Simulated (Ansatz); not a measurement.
Bond stretch in BeH, doublet.

- ROCCSD(T) = CCSD(T) on ROHF/aug-cc-pVQZ, frozen core in Ansatz (a quantum-chemistry and plane-wave program)
- UCCSD = CCSD on UHF/aug-cc-pVQZ, frozen core (Ansatz)
- FCI = full CI/aug-cc-pVQZ, frozen core (Ansatz)

Energies relative to the lowest point of each curve near equilibrium, in mEh:

| R / Å | ROCCSD(T) | UCCSD |
|---|---|---|
| 1.15 | 13.4 | 13.3 |
| 1.28 | 1.2 | 1.2 |
| 1.32 | 0.1 | 0.1 |
| 1.38 | 0.2 | 0.2 |
| 1.41 | 0.9 | 0.9 |
| 1.49 | 4.3 | 4.3 |
| 1.85 | 33.0 | 33.1 |
| 2.05 | 49.8 | 49.7 |
| 2.26 | 63.3 | 63.3 |
| 2.70 | 76.5 | 76.2 |
| 4.15 | 79.2 | 78.7 |
| 5.42 | 79.3 | 78.8 |

Task: Estimate the FCI values at these points.

Result: 1.15: 13.5; 1.28: 1.2; 1.32: 0.1; 1.38: 0.2; 1.41: 0.9; 1.49: 4.2; 1.85: 32.7; 2.05: 49.3; 2.26: 63.1; 2.70: 76.5; 4.15: 79.4; 5.42: 79.5 (mEh).

The T1 diagnostic of CCSD on the restricted reference of ROCCSD(T) exceeds 0.045 at 1.85 to 2.70 Å. The unrestricted determinant behind UCCSD is spin-contaminated at 2.05 to 5.42 Å (<S²> up to 1.0, against 0.75 for a pure doublet).
